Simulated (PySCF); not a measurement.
# C4H7N (gauche n-Propyl Isocyanide): the cost of one run

Computed with PySCF 2.14.0, with density-fitted response routines of our own, on a single molecule in the gas phase. Atoms count from 0, in the outputs and in this text.

## 1. Starting geometry

12 atoms, charge 0, multiplicity 1; geometry from: MMFF94s. The atoms were then displaced at random by about 0.03 Å, so the start is not that level's minimum.

Bonds of the start (Å): C0–N1 1.18, N1–C2 1.46, C2–C3 1.40, C3–C4 1.56, C2–H5 1.09, C2–H6 1.13, C3–H7 1.12, C3–H8 1.02, C4–H9 1.12, C4–H10 1.08, C4–H11 1.12.

## 2. Geometry optimisation at PBE0-D3(BJ)/def2-SVP

The job: settings as JSON, then the geometry in Å.

```
{"job": {"xc": "PBE0", "basis": "def2-SVP", "d3": "d3bj", "grid": 1, "shake": 0.03, "kind": "geom"}, "charge": 0, "multiplicity": 1}
C      2.586450     1.069910     0.677280
N      1.748640     0.276340     0.409010
C      0.792560    -0.779610     0.089550
C     -0.263010    -0.255970    -0.660750
C     -1.264260     0.610300     0.166780
H      0.538930    -1.244920     1.042070
H      1.411610    -1.522320    -0.489780
H     -0.904390    -1.104640    -1.010260
H     -0.045920     0.306120    -1.482230
H     -0.737170     1.527360     0.547770
H     -2.161300     0.930500    -0.349890
H     -1.586670     0.104160     1.111450
```

Started as:

```sh
> OMP_NUM_THREADS=1 python probes_run.py task.json out
```

This one command runs all jobs of the session in turn.

Q: Estimate the wall time and peak memory of this first job on 1 thread of Arm Neoverse V1, shared host.

About 31 s, with a peak of 0.42 GiB.
